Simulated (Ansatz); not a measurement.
**C2H3FO2: two vibrations frozen in**

Aim: map the energy of C2H3FO2, SMILES FC1OCO1 over two coordinates, and find its wells, ridges and stiffness.

Computed with Ansatz 0.2.0. Level: RHF/def2-SVP.

## 1. Starting geometry

SMILES `FC1OCO1`, 8 atoms, charge 0, spin multiplicity 1.

Atoms are counted from 1 here; the program's logs count them from 0.

Bond lengths: F1–C2 1.364 Å, C2–O3 1.405 Å, C2–O5 1.405 Å, C2–H6 1.116 Å, O3–C4 1.431 Å, C4–O5 1.431 Å, C4–H7 1.114 Å, C4–H8 1.116 Å. Angles: F1–C2–O3 112.5°, F1–C2–O5 112.5°, F1–C2–H6 106.9°, O3–C2–O5 94.4°, O3–C2–H6 115.2°, O5–C2–H6 115.2°, C2–O3–C4 86.7°, O3–C4–O5 92.2°, O3–C4–H7 112.7°, O3–C4–H8 113.7°, O5–C4–H7 112.7°, O5–C4–H8 113.7°, H7–C4–H8 110.8°, C2–O5–C4 86.7°.

Coordinates:

```xyz
8
C2H3FO2
F    -1.5707    1.0364    0.7154
C    -0.3382    0.8531    0.1615
O    -0.3746    0.0128   -0.9635
C     0.4357   -0.8932   -0.2091
O     0.4672   -0.0136    0.9186
H     0.0915    1.8677   -0.0165
H     1.4420   -1.0498   -0.6614
H    -0.0607   -1.8706   -0.0008
```

This geometry comes from a loose relaxation at PBE in a small basis, which is not shown.

## 4. Setting up the map

The axes are (1) normal mode 4 (1060 cm⁻¹): 9 values from −0.696 amu½·Å; (2) normal mode 9 (1242 cm⁻¹): 9 values from −0.594 amu½·Å.

Nothing else is relaxed (straight displacements along the two mass-weighted modes). Energies count from the relaxed molecule at the same level. Points are written as (first, second).

Displacement patterns for an amplitude of 1 (Å):

```csv
atom,x1,y1,z1,x2,y2,z2
F1,0.014,0.017,-0.006,0.030,0.004,-0.013
C2,-0.038,-0.120,0.015,-0.025,-0.082,0.010
O3,-0.036,0.000,-0.132,-0.053,0.101,-0.005
C4,-0.024,0.095,0.012,0.084,-0.158,-0.040
O5,0.074,-0.003,0.115,-0.030,0.100,0.045
H6,0.041,-0.171,-0.021,-0.040,-0.077,0.017
H7,-0.042,0.017,0.019,0.076,-0.216,-0.037
H8,-0.120,0.164,0.056,0.012,-0.113,-0.007
```

(The set-up runs are not shown.)

## 5. Point (0.522 amu½·Å, −0.297 amu½·Å)

input.yaml

```yaml
crystal:
  periodic: [false, false, false]
  atoms:
    - { symbol: F, position_ang: [-1.537049, 1.008705, 0.699945] }
    - { symbol: C, position_ang: [-0.347972, 0.807435, 0.165261] }
    - { symbol: O, position_ang: [-0.360199, -0.010034, -1.002823] }
    - { symbol: C, position_ang: [0.394372, -0.785167, -0.189117] }
    - { symbol: O, position_ang: [0.505927, -0.037189, 0.933563] }
    - { symbol: H, position_ang: [0.116361, 1.768491, -0.028954] }
    - { symbol: H, position_ang: [1.369204, -0.970008, -0.627742] }
    - { symbol: H, position_ang: [-0.133517, -1.707959, 0.034061] }
basis:
  gaussian: { orbitals: def2-SVP }
hamiltonian:
  xc: hf
output:
  forces: true
```

On the command line:

```console
$ ansatz run input.yaml --threads 1 --pin off --max-ram 2560MiB --backend cpu --events-out ev --progress --plain --runs-dir out
```

Further runs follow: the other points that were computed.

Before running it: what results should come out? Wanted: lowest point; highest computed point; dipole moment.

The runs gave:

| quantity | value |
| --- | --- |
| lowest point | (0.000 amu½·Å, 0.000 amu½·Å), 0.0 kcal/mol |
| highest computed point | (−0.696 amu½·Å, −0.594 amu½·Å), 56.1 kcal/mol above the lowest |
| dipole moment (D) | 1.24 at (0.696 amu½·Å, −0.446 amu½·Å) to 3.46 at (−0.696 amu½·Å, 0.594 amu½·Å); 2.03 at the lowest point |
| time for the whole task | 17 min on 1 thread, shared host |

In words: The lowest computed point is at (0.000 amu½·Å, 0.000 amu½·Å), 0.0 kcal/mol from the relaxed molecule at the same level. The grid shows no other well, apart from its symmetry copies. The highest computed point, (−0.696 amu½·Å, −0.594 amu½·Å), lies 56.1 kcal/mol above the lowest. Round the minimum the two coordinates are nearly uncoupled.
